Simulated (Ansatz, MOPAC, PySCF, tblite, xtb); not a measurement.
Energy landscape of H₅Si, doublet: collinear hydrogen abstraction from SiH4 by H. Scanned: breaking Si-H distance and forming H-H distance. Other coordinates (H-Si-H angle to the leaving hydrogen, spectator Si-H length) were minimised at B3LYP/def2-SVP.

Methods: GFN2-xTB, 300 K electronic temperature (tblite); UHF/cc-pVDZ (PySCF); wB97X-V = unrestricted wB97X-V/cc-pVDZ run with PySCF; B3LYP = PySCF 2.14.0 with unrestricted B3LYP/cc-pVDZ; UKS-PBE/cc-pVDZ = unrestricted PBE/cc-pVDZ (Ansatz, a program for electronic structure); MP2 on UHF/cc-pVDZ, 5 core orbitals frozen (PySCF); CCSD on UHF/cc-pVDZ, 5 core orbitals frozen (PySCF); CCSD(T) on UHF/cc-pVDZ, 5 core orbitals frozen (PySCF); PM3, unrestricted, heats of formation (MOPAC); PM7, unrestricted, heats of formation (MOPAC); GFN1-xTB (xtb); UKS-B3LYP/6-31G* = unrestricted B3LYP/6-31G*, spherical d in PySCF; UKS-B3LYP/LANL2DZ = unrestricted B3LYP/LANL2DZ, with its core potentials past Ne (PySCF); UHF/STO-3G = unrestricted Hartree-Fock/STO-3G (PySCF 2.14.0); UHF/6-31G* = unrestricted Hartree-Fock/6-31G*, spherical d (PySCF).

Energies in eV at chosen points (x: breaking Si-H distance (Å); y: forming H-H distance (Å)), relative to x = 3.40, y = 0.74:

```
method             (3.40, 0.67)  (2.96, 0.89)  (1.60, 1.85)  (3.40, 0.98)  (1.33, 2.22)  (1.73, 0.67)  (2.59, 1.08)
-----------------  ------------  ------------  ------------  ------------  ------------  ------------  ------------
GFN2-xTB                  0.180         0.044         0.255         0.328         0.527         1.108         0.390
UHF                       0.140         0.338         0.532         0.674         0.644         1.492         1.228
wB97X-V                   0.175         0.224         0.590         0.556         0.787         1.100         0.963
B3LYP                     0.176         0.215         0.688         0.536         0.920         1.073         0.915
UKS-PBE/cc-pVDZ           0.195         0.164         0.617         0.474         0.903         0.988         0.795
MP2                       0.158         0.287         0.625         0.614         0.759         1.294         1.149
CCSD                      0.173         0.250         0.715         0.545         0.869         1.305         1.031
CCSD(T)                   0.173         0.248         0.705         0.545         0.864         1.287         1.023
PM3                      -0.012         0.442         1.372         0.992         1.590        -0.410         1.424
PM7                       0.262         0.425         2.876         0.949         2.911         1.233         1.800
GFN1-xTB                  0.249         0.179        -0.017         0.551         0.063         1.116         0.713
UKS-B3LYP/6-31G*          0.118         0.294         0.747         0.638         0.940         1.055         1.036
UKS-B3LYP/LANL2DZ         0.120         0.293         0.864         0.640         1.043         1.068         1.050
UHF/STO-3G                0.035         0.618         0.749         1.227         0.462         1.062         1.981
UHF/6-31G*                0.082         0.409         0.489         0.765         0.555         1.427         1.317
```
